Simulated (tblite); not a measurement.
C₄H₁₂PS (charge +1).
Z-matrix (Å and degrees, GFN2-xTB geometry), rows numbered from 1:
```
C 
C   1  1.5287
P   2  1.8076  1  110.65
C   3  1.8145  2  112.20  1   172.54
S   4  1.8467  3  104.62  2   -64.82
C   5  1.8101  4   99.42  3   -94.86
H   1  1.0866  2  109.55  3   179.55
H   1  1.0881  2  111.31  3   -61.18
H   1  1.0883  2  111.38  3    60.19
H   2  1.0955  1  110.98  3  -119.97
H   2  1.0960  1  111.43  3   119.69
H   3  1.3819  2  109.48  1   -61.59
H   3  1.3749  2  109.48  1    52.45
H   4  1.0923  3  110.39  2    51.71
H   4  1.0906  3  112.89  2   174.95
H   6  1.0859  5  106.07  4   176.24
H   6  1.0873  5  110.68  4    57.41
H   6  1.0859  5  109.54  4   -65.61
```

Computed with GFN2-xTB (tblite): harmonic, unscaled wavenumbers at the GFN2-xTB geometry, gas phase. This tight-binding method is rough: wavenumbers can miss measured ones by several per cent, in bad cases by 10 to 20. Modes of hydrogen on phosphorus can be 10 to 20 % off. One conformer, not necessarily the lowest.

Harmonic wavenumbers (cm⁻¹): 46.5, 57.0, 76.8, 124.9, 158.1, 180.3, 202.7, 266.0, 309.8, 509.7, 632.3, 674.2, 691.9, 726.6, 746.3, 772.6, 810.8, 857.3, 942.8, 949.8, 999.8, 1005.3, 1014.0, 1018.0, 1061.1, 1100.7, 1180.6, 1230.8, 1322.5, 1345.1, 1385.7, 1416.8, 1425.8, 1437.7, 1470.4, 1477.7, 2372.1, 2446.5, 2926.3, 2932.6, 2955.2, 2964.5, 3012.9, 3037.3, 3040.5, 3040.7, 3060.6, 3064.9.

A = 4404, B = 1075, C = 1023 MHz; mass 123.040 u (most abundant isotopes); point group C1, symmetry number 1.

Problem. What is the zero-point energy?

Solution. Half the sum of the wavenumbers: 32241 cm⁻¹ = 385.69 kJ/mol.

Problem. Give the ideal-gas entropy at 298.15 K and 1 bar in the rigid-rotor, harmonic-oscillator model (classical rotation).

Solution. Translation 168.88, rotation 119.60, vibration 126.64: S = 415.1 J/(mol K).

Problem. And Cp and H(298.15 K) − H(0)?

Solution. Cp = 151.86 J/(mol K), of which vibrations give 118.60 (their classical limit is 48 R = 399.1); H(298.15 K) − H(0) = 28.77 kJ/mol without the zero-point energy, 18.86 from vibrations.

Problem. Which modes carry the vibrational entropy at 298.15 K?

Solution. 46.5 cm⁻¹: 20.76; 57.0 cm⁻¹: 19.07; 76.8 cm⁻¹: 16.61; 124.9 cm⁻¹: 12.65; 158.1 cm⁻¹: 10.76; 180.3 cm⁻¹: 9.73 J/(mol K); the other 42 give 37.06 together.

Problem. What must be added to the electronic energy to get the Gibbs energy at 298.15 K and 1 bar?

Solution. ZPE + [H(298.15 K) − H(0)] − T·S = 385.69 + 28.77 − 123.77 = 290.69 kJ/mol.

Hindered rotation and anharmonicity are outside this model. Other conformers, if any are populated, would add a mixing term that is left out. The structure is chiral; the term R ln 2 for an equal mix with its mirror image is left out.
